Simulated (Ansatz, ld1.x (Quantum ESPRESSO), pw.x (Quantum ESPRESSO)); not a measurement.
# Which Mg potential is closest to all-electron in the fcc crystal?

All use PBEsol, scalar-relativistic, no spin, cutoffs from each file’s atomic test, pw.x 7.5; 13³ k-points, Fermi–Dirac smearing 0.01 Ry. Δ is the rms difference from all-electron LAPW of the E(V) curves that follow from fits to the pressures, over ±6 % in volume. Mesh and smearing are coarse and serve the comparison alone. The files are a selection: those with a ghost or negative overlap were mostly not run, and those with noisy or unconverged pressures or nearly equal Δ are left out.

All-electron: a0 = 4.495 Å (V0 = 22.71 Å³/atom), B0 = 36.4 GPa.

Q: Rank them by Δ, smallest first.
A. norm-conserving Troullier–Martins (Kleinman–Bylander form), ld1.x (Quantum ESPRESSO) 7.5, PBEsol; core [Ne], reference 3s2 3p0; waves: 3s (bound): rc 2.50 bohr; 3p (bound, empty): rc 2.65 bohr; 3d channel at 0.35 Ry: rc 2.55 bohr; local part: all-electron potential smoothed inside 2.60 bohr (lloc = -1); core correction: none.
B. norm-conserving Troullier–Martins (Kleinman–Bylander form), ld1.x (Quantum ESPRESSO) 7.5, PBEsol; core [Ne], reference 3s2 3p0; waves: 3p (bound, empty): rc 2.90 bohr; 3d channel at 0.15 Ry: rc 2.55 bohr; 3s (bound): rc 1.90 bohr; local part: the s channel; core correction: a·sin(br)/r model core, default radius (core density twice the valence density).
C. norm-conserving RRKJ (Kleinman–Bylander form), ld1.x (Quantum ESPRESSO) 7.5, PBEsol; core [Ne], reference 3s2 3p0; waves: 3s (bound): rc 2.90 bohr; 3p (bound, empty): rc 3.00 bohr; 3d channel at 0.25 Ry: rc 3.20 bohr; local part: all-electron potential smoothed inside 2.50 bohr (lloc = -2); core correction: Bessel-smoothed model core inside 1.40 bohr; rho0 0.001.

A: A (0.6 meV/atom), C (1.7 meV/atom), B (5.7 meV/atom).
